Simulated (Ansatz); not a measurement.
# AlH4+ (triplet): B3LYP, BHLYP, wB97M-V over a scan of the scale of all distances, cc-pVDZ

Aim: run AlH4+ (triplet) with these functionals over a scan of the scale of all distances, and hold them against the top wave-function level at the same points.

Method: cc-pVDZ, all electrons in the functionals; program: Ansatz 0.2.0, Gaussian basis.

Plan: B3LYP, BHLYP, wB97M-V, at 0.884; 1.000; 1.109; 1.319; 1.511; 1.780; 1.976; 2.442.

13 further runs of the same task are left out: 12 that didn't finish, 1 set aside as unsound or not needed.

### 1 The geometry

The geometry derives from a PBE0/def2-TZVP stationary point (not a proven minimum). All distances are scaled together.

5 atoms, charge 1, spin multiplicity 3.

Atoms are counted from 1 here; the program's logs count them from 0.

Bond lengths: Al1–H2 1.663 Å, Al1–H3 1.663 Å, Al1–H4 1.663 Å, Al1–H5 1.663 Å. Angles: H2–Al1–H3 135.7°, H2–Al1–H4 64.5°, H2–Al1–H5 135.7°, H3–Al1–H4 135.7°, H3–Al1–H5 64.5°, H4–Al1–H5 135.7°.

No dispersion term is added; wB97M-V holds VV10 nonlocal correlation. B3LYP takes the VWN-RPA correlation.

The geometry shown and the zero of energy belong to the point 1.000. The yardstick, FCI, and other wave-function levels (R restricted, U unrestricted, valence and pair active spaces) come from earlier runs.

### 2 B3LYP, 0.884

in.yaml

```yaml
crystal:
  periodic: [false, false, false]
  atoms:
    - {symbol: Al, position_ang: [0.000000, 0.000000, 0.000000]}
    - {symbol: H, position_ang: [0.549123, 1.246820, 0.553310]}
    - {symbol: H, position_ang: [-0.552459, -1.244156, 0.555979]}
    - {symbol: H, position_ang: [-0.556827, 1.240712, -0.559306]}
    - {symbol: H, position_ang: [0.560163, -1.243376, -0.549982]}
basis:
  gaussian: {orbitals: cc-pVDZ}
total_charge: 1
magnetization: {spin_polarized: true, initial_magnetization: 2}
hamiltonian: {xc: {name: B3LYP}}
```

Started as:

```console
ansatz run in.yaml --threads 1 --pin off --events-out ev --progress --plain --max-ram 2393MiB
```

Further steps of the session: B3LYP, 1.000; B3LYP, 1.109; B3LYP, 1.319; B3LYP, 1.511; B3LYP, 1.780; B3LYP, 1.976; B3LYP, 2.442; BHLYP, 0.884; BHLYP, 1.000; BHLYP, 1.109; BHLYP, 1.319; BHLYP, 1.511; BHLYP, 1.780; BHLYP, 1.976; BHLYP, 2.442; wB97M-V, 0.884; wB97M-V, 1.000; wB97M-V, 1.109; wB97M-V, 1.319; wB97M-V, 1.511; wB97M-V, 1.780; wB97M-V, 1.976; wB97M-V, 2.442.

Before running them: what should the planned runs give, taken together? Wanted: span of the FCI curve; largest miss, B3LYP; largest miss, BHLYP; largest miss, wB97M-V.

The runs gave:

| quantity | value |
| --- | --- |
| span of the FCI curve | 403.6 kJ/mol |
| largest miss, B3LYP | +77.6 kJ/mol (2.442) |
| largest miss, BHLYP | +62.2 kJ/mol (2.442) |
| largest miss, wB97M-V | +49.5 kJ/mol (1.511) |

**Reading.** Of the functionals, wB97M-V keep the smallest largest miss at the points compared (at most 49.5 kJ/mol) and B3LYP strays most (77.6 kJ/mol, at 2.442). B3LYP, BHLYP, wB97M-V clearly break the spin symmetry at some points (⟨S²⟩ up to 1.00 above the pure value), so energy there is bought with a mixed spin. Functionals and the yardstick converge differently with the basis, so part of each miss in cc-pVDZ is the basis.
